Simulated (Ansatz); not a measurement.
**SiH4Cl, doublet: from triple and quadruple zeta to the limit**

```yaml
atoms:
  - { symbol: Si, position_ang: [-1.7026, 0.0000, 0.0000] }
  - { symbol: H, position_ang: [-2.1974, 1.3997, 0.0000] }
  - { symbol: H, position_ang: [-2.1974, -0.6999, 1.2122] }
  - { symbol: H, position_ang: [-2.1974, -0.6999, -1.2122] }
  - { symbol: H, position_ang: [-0.0446, 0.0000, 0.0000] }
  - { symbol: Cl, position_ang: [1.5374, 0.0000, 0.0000] }
```

Connectivity, by distances: SiH3 ··· Cl, 1 bridging H.

Ansatz 0.2.0, UHF determinant, valence electrons correlated. Energies in eV.

| set | X | functions | Hartree–Fock | MP2 correlation | CCSD(T) correlation | time |
| --- | --- | --- | --- | --- | --- | --- |
| def2-TZVPP | 3 | 140 | -20427.9991 | -8.9134 | -10.5808 | 2.6 s on 1 × NVIDIA H100 80GB HBM3 with 1 thread of AMD EPYC 7R13 Processor (Zen 3), with other jobs on the host |
| def2-QZVPP | 4 | 260 | -20428.6066 | -9.7016 | -11.3421 | 7 s on 1 × NVIDIA H100 80GB HBM3 with 1 thread of AMD EPYC 7R13 Processor (Zen 3), with other jobs on the host |

Hartree–Fock is taken to follow E(X) = E∞ + A·exp(−7.88·√X), correlation E(X) = E∞ + B·X^−2.97.

Work out the CCSD(T) energy at the limit, and how far the shortcut misses it that extrapolates MP2 and adds CCSD(T) minus MP2 from the smaller set.

Hartree–Fock: E∞ = E4 + 0.1377·(E4 − E3) = -20428.6902. Correlation: E∞ = E4 + 0.7407·(E4 − E3) = -11.9061 for CCSD(T) and -10.2854 for MP2. The limit is -20440.5964 eV, 0.648 eV below def2-QZVPP. The shortcut gives a correlation energy of -10.2854 + (-1.6674) = -11.9527, 47 meV lower than the direct value.

Past Ne part of the Hartree–Fock step between the two sets comes from the cores, which don't follow the formula, so the 84 meV that it adds to the total can overshoot; that part largely cancels in differences.
